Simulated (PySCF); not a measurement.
# CF2: g tensor and hyperfine couplings

Species: CF2 (triplet state).
Numbering: `[F:1][C:2][F:3]`

Geometry (GFN2-xTB, Å), atoms numbered from 1 in this order:
```xyz
3
CF2 angstrom
F     -1.128   -0.233   -0.003
C      0.001    0.450   -0.010
F      1.138   -0.220    0.001
```

Method: UKS B3LYP, pcH-1 on C F, non-relativistic, mean-field spin-orbit, GIAO in PySCF. Isolated species at its GFN2-xTB geometry, gas phase. This triplet need not be the ground state; the singlet was not compared here. A GFN2-xTB geometry isn't a minimum of the functional, and hyperfine couplings can be far from their values at a DFT geometry.

| Property | Result |
| --- | --- |
| g1, g2, g3 | 2.00215, 2.00301, 2.00337 |
| g_iso | 2.00284 |
| Form of g | rhombic: the two nearest values differ by 30 % of g3 − g1 |
| ⟨S²⟩ | 2.0032 (exact 2.0000) |
| HOMO–LUMO gap, α and β orbitals | 9.23, 7.94 eV |
| Total energy | -237.62600 Eh |

Isotropic coupling and dipolar principal values T1 to T3, in MHz; ρ(0) is the spin density at the nucleus:

```json
{"atom": "F1", "isotope": "19F", "a_iso": "273.1", "T1": "-254.4", "T2": "112.0", "T3": "142.4", "Mulliken spin population": "0.14", "ρ(0) (bohr⁻³)": "0.1298"}
{"atom": "C2", "isotope": "13C", "a_iso": "644.1", "T1": "-75.1", "T2": "-4.4", "T3": "79.5", "Mulliken spin population": "1.71", "ρ(0) (bohr⁻³)": "1.1459"}
{"atom": "F3", "isotope": "19F", "a_iso": "273.1", "T1": "-254.4", "T2": "112.0", "T3": "142.4", "Mulliken spin population": "0.14", "ρ(0) (bohr⁻³)": "0.1298"}
```

The Mulliken spin populations are largest on C2 (+1.71), F3 (+0.14) and F1 (+0.14).

Axes: g2 is normal to the molecular plane.

The 13C coupling of C2 (644.1 MHz) shows only in satellite lines or after enrichment, since that isotope makes up about 1.07 % of natural carbon.
